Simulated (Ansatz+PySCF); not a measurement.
Values are calculated unless marked as measured or tabulated.
## Several solutions for singlet H4O2 in separate pieces

```xyz
6

O     0.0000    0.0000   -0.1197
H     0.0000    0.7542    0.4787
H     0.0000   -0.7542    0.4787
O    10.0000    0.0000   -0.1197
H    10.0000    0.7542    0.4787
H    10.0000   -0.7542    0.4787
```

Basis set: cc-pVDZ (spherical functions). Charge 0, multiplicity 1.

CASSCF(2,2) was run from several starts with Ansatz (development build ahead of 0.2.0) and PySCF 2.14.0. The starts are those of the Hartree–Fock orbitals from which the active space was taken at the frontier.

```tsv
run	program	start	converged	energy (hartree)	<S²>
A	Ansatz	atomic start, no search	yes	-152.07394	0.00
B	Ansatz	stability test followed	yes	-152.07394	0.00
C	Ansatz	search for the lowest state	yes	-152.07394	0.00
D	PySCF	program defaults	yes	-152.06737	0.00
```

Q: Which runs reached the lowest solution of this kind, and what is wrong with the others?

A: A, B, C reached the lowest solution found. Converged but too high: D by 0.18 eV. Convergence only shows a stationary point; in CASSCF the end hangs on which orbitals enter the active space. Caution: other starts end on other solutions of this active space.
